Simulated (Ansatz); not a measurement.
Ansatz (a quantum-chemistry and plane-wave program) input (B3LYP-D3(BJ)/def2-TZVP):

Ansatz 0.2 input:
```yaml
crystal:
  periodic: [false, false, false]
  atoms:
    - {symbol: C, position_ang: [-0.42029495, 0.06003208, 0.00584618]}
    - {symbol: C, position_ang: [0.71316680, 0.63338576, 0.00281498]}
    - {symbol: Cl, position_ang: [-0.61123919, -1.74630207, 0.01078034]}
    - {symbol: H, position_ang: [-1.39397900, 0.51638893, 0.00564600]}
    - {symbol: H, position_ang: [1.76571643, 0.50845013, 0.00219010]}
basis:
  gaussian:
    orbitals: def2-TZVP
hamiltonian:
  xc: b3lyp
  dispersion: d3bj
magnetization: {spin_polarized: true, initial_magnetization: 1}
relax: {f_tol: 0.002, max_steps: 150}
```

Output:

```
Functional definition: B3LYP
integrals: 0.03 GiB planned
711 factors; their error is unknown
mean field: 0.39 GiB planned
mean field evaluation 1: about -14621.8313 eV, gradient 3.4e1 eV
mean field evaluation 2: about -14616.1909 eV, gradient 4.5e1 eV
mean field evaluation 4: about -14627.7196 eV, gradient 3.5e0 eV
mean field evaluation 8: about -14627.7841 eV, gradient 1.2e-1 eV
mean field evaluation 16: about -14627.8094 eV, gradient 5.8e-4 eV
mean field -14627.80937571 eV, -537.5620794722 hartree, gradient 3.2e-5 eV, S^2 0.759445; 0 other end points of the search recorded, 0 dependent functions left out
the calculation of the forces begins
reference -14627.80958852 eV, -537.5620872928 hartree; 16, 15 occupied and 95, 96 virtual orbitals, 711 factors
relax step   1: F+E_penalty+E_count = -14627.95674833 eV  Δ(F+E_penalty+E_count) = +0.000e0 eV  max|allowed force component| = 1.080e0 eV/Å  Δτ_max = 0.0000 Å  (34 SCF iters, accepted)
these checks for a lower state are left out or cut short: starts, cluster_reference, orbital_swaps, neighbouring_geometries, increment
integrals: 0.03 GiB planned
711 factors; their error is unknown
mean field: 0.39 GiB planned
mean field -14627.82793362 eV, -537.5627614626 hartree, gradient 1.3e-5 eV, S^2 0.759851; 0 other end points of the search recorded, 0 dependent functions left out
the calculation of the forces begins
reference -14627.82814658 eV, -537.5627692887 hartree; 16, 15 occupied and 95, 96 virtual orbitals, 711 factors
relax step   2: F+E_penalty+E_count = -14627.97524702 eV  Δ(F+E_penalty+E_count) = -1.850e-2 eV  max|allowed force component| = 6.460e-1 eV/Å  Δτ_max = 0.0119 Å  (38 SCF iters, accepted)
these checks for a lower state are left out or cut short: starts, cluster_reference, orbital_swaps, neighbouring_geometries, increment
integrals: 0.03 GiB planned
711 factors; their error is unknown
mean field: 0.39 GiB planned
mean field evaluation 32: about -14627.8358 eV, gradient 1.6e-5 eV
mean field -14627.83579659 eV, -537.5630504215 hartree, gradient 1.6e-5 eV, S^2 0.759943; 0 other end points of the search recorded, 0 dependent functions left out
the calculation of the forces begins
reference -14627.83600920 eV, -537.5630582346 hartree; 16, 15 occupied and 95, 96 virtual orbitals, 711 factors
relax step   3: F+E_penalty+E_count = -14627.98358837 eV  Δ(F+E_penalty+E_count) = -8.341e-3 eV  max|allowed force component| = 2.147e-1 eV/Å  Δτ_max = 0.0226 Å  (38 SCF iters, accepted)
these checks for a lower state are left out or cut short: starts, cluster_reference, orbital_swaps, neighbouring_geometries, increment
integrals: 0.03 GiB planned
711 factors; their error is unknown
mean field: 0.39 GiB planned
mean field -14627.83645954 eV, -537.5630747843 hartree, gradient 2.4e-5 eV, S^2 0.760028; 0 other end points of the search recorded, 0 dependent functions left out
the calculation of the forces begins
reference -14627.83667199 eV, -537.5630825918 hartree; 16, 15 occupied and 95, 96 virtual orbitals, 711 factors
relax step   4: F+E_penalty+E_count = -14627.98431038 eV  Δ(F+E_penalty+E_count) = -7.220e-4 eV  max|allowed force component| = 1.463e-1 eV/Å  Δτ_max = 0.0171 Å  (38 SCF iters, accepted)
these checks for a lower state are left out or cut short: starts, cluster_reference, orbital_swaps, neighbouring_geometries, increment
integrals: 0.03 GiB planned
711 factors; their error is unknown
mean field: 0.39 GiB planned
mean field -14627.83923498 eV, -537.5631767800 hartree, gradient 2.4e-5 eV, S^2 0.759998; 0 other end points of the search recorded, 0 dependent functions left out
the calculation of the forces begins
reference -14627.83944690 eV, -537.5631845678 hartree; 16, 15 occupied and 95, 96 virtual orbitals, 711 factors
relax step   5: F+E_penalty+E_count = -14627.98732174 eV  Δ(F+E_penalty+E_count) = -3.011e-3 eV  max|allowed force component| = 6.190e-2 eV/Å  Δτ_max = 0.0192 Å  (36 SCF iters, accepted)
these checks for a lower state are left out or cut short: starts, cluster_reference, orbital_swaps, neighbouring_geometries, increment
integrals: 0.03 GiB planned
711 factors; their error is unknown
mean field: 0.39 GiB planned
mean field -14627.83928072 eV, -537.5631784609 hartree, gradient 2.3e-5 eV, S^2 0.760007; 0 other end points of the search recorded, 0 dependent functions left out
the calculation of the forces begins
reference -14627.83949265 eV, -537.5631862492 hartree; 16, 15 occupied and 95, 96 virtual orbitals, 711 factors
relax step   6: F+E_penalty+E_count = -14627.98735854 eV  Δ(F+E_penalty+E_count) = -3.680e-5 eV  max|allowed force component| = 2.016e-3 eV/Å  Δτ_max = 0.0012 Å  (40 SCF iters, accepted)
these checks for a lower state are left out or cut short: starts, cluster_reference, orbital_swaps, neighbouring_geometries, increment
integrals: 0.03 GiB planned
711 factors; their error is unknown
mean field: 0.39 GiB planned
mean field -14627.83928529 eV, -537.5631786290 hartree, gradient 2.3e-5 eV, S^2 0.760006; 0 other end points of the search recorded, 0 dependent functions left out
the calculation of the forces begins
reference -14627.83949723 eV, -537.5631864175 hartree; 16, 15 occupied and 95, 96 virtual orbitals, 711 factors
relax step   7: F+E_penalty+E_count = -14627.98735876 eV  Δ(F+E_penalty+E_count) = -2.204e-7 eV  max|allowed force component| = 6.709e-4 eV/Å  Δτ_max = 0.0002 Å  (40 SCF iters, accepted)
integrals: 0.03 GiB planned
711 factors; their error is unknown
mean field: 0.39 GiB planned
mean field evaluation 64: about -14627.8391 eV, gradient 2.3e-1 eV
mean field -14627.83928529 eV, -537.5631786290 hartree, gradient 2.3e-5 eV, S^2 0.760006; 1 other end points of the search recorded, 0 dependent functions left out
the calculation of the forces begins
reference -14627.83949723 eV, -537.5631864175 hartree; 16, 15 occupied and 95, 96 virtual orbitals, 711 factors
Total energy: -14627.98757070 eV, -537.5686280171 hartree
Atom 0 at    -0.436715     0.043262     0.005820 Å, force    -0.000178    -0.000221     0.000056 eV/Å
Atom 1 at     0.705988     0.650216     0.002916 Å, force    -0.000644    -0.000197    -0.000026 eV/Å
Atom 2 at    -0.578456    -1.724115     0.010737 Å, force     0.000033     0.000626    -0.000015 eV/Å
Atom 3 at    -1.403653     0.526965     0.005608 Å, force     0.000671    -0.000220    -0.000019 eV/Å
Atom 4 at     1.766205     0.475627     0.002197 Å, force     0.000118     0.000013     0.000005 eV/Å
Dipole moment:     0.073087     0.187519    -0.000586 e Å
```

It need not be the lowest isomer of its formula.
